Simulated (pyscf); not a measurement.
Concerted two-bond exchange: Cl–SiH₂–SeH (SMILES Cl[SiH2][SeH]) + H₂ (SMILES [H][H]) -> H₂Se (SMILES [SeH2]) + H₃Si–Cl (SMILES [SiH3]Cl)

Gas phase, singlet surface, charge 0. Bonds broken: Se1–Si2, H4–H8. Bonds formed: Se1–H8, Si2–H4. PySCF, gas phase, ωB97X-D3(BJ)/def2-SVP geometries.

Transition state (Å):

```xyz
8

Se     1.7397    -0.8167     2.2189
Si     0.2333    -0.1909     0.2278
H      1.2190    -2.1833     2.3405
H     -0.8238     0.1013     1.5308
H      0.3598    -1.5697    -0.2785
H      1.1314     0.9586     0.0168
Cl    -1.4660     0.4171    -0.8857
H     -0.0608    -0.1673     1.9830
```

One imaginary mode, 985i cm⁻¹; descent along it reached the two sides named.

```
bond     change  reactant side (Å)  saddle  product side
-------  ------  -----------------  ------  ------------
Se1–Si2  breaks              2.253   2.574           3.4
H4–H8    breaks              0.761   0.927           3.3
Se1–H8    forms                4.1   1.929         1.466
Si2–H4    forms                3.9   1.703         1.484
```

Electronic energies relative to the separated reactants (kcal/mol):

```
level                   barrier  reaction energy  reverse barrier
----------------------  -------  ---------------  ---------------
ωB97X-D3(BJ)/def2-TZVP     53.5            +13.8             39.7
PBE/def2-TZVP              44.3            +10.8             33.5
r²SCAN/def2-TZVP           47.6            +11.5             36.0
B3LYP-D3(BJ)/def2-TZVP     50.5            +10.4             40.1
PBE0-D3(BJ)/def2-TZVP      47.0            +11.4             35.6
M06-2X/def2-TZVP           52.3            +11.7             40.5
ωB97M-D3(BJ)/def2-TZVP     51.9             +9.4             42.5
HF/def2-TZVP               67.0             +4.2             62.8
```

With ωB97M-D3(BJ)/def2-TZVP energies and thermal terms (ideal gas, 1 atm, RRHO with modes under 100 cm⁻¹ raised to 100, one conformer, R ln 2 for chiral ones without a mode under 150 cm⁻¹), in kcal/mol:

```tsv
T (K)	ΔH‡	ΔG‡	ΔH	ΔG
298	52.7	61.3	+10.4	+8.9
600	51.8	70.4	+9.1	+7.9
900	51.6	79.7	+8.2	+7.5
1200	51.8	89.0	+7.6	+7.3
```

At the saddle there is also a short H–Si contact that neither side keeps. This saddle turned up in a search for another step; its sides and bond changes are read from the two ends of the descent. One saddle was located; it need not be the lowest between these sides. Elements up to Kr have no core potential and no relativistic terms here.
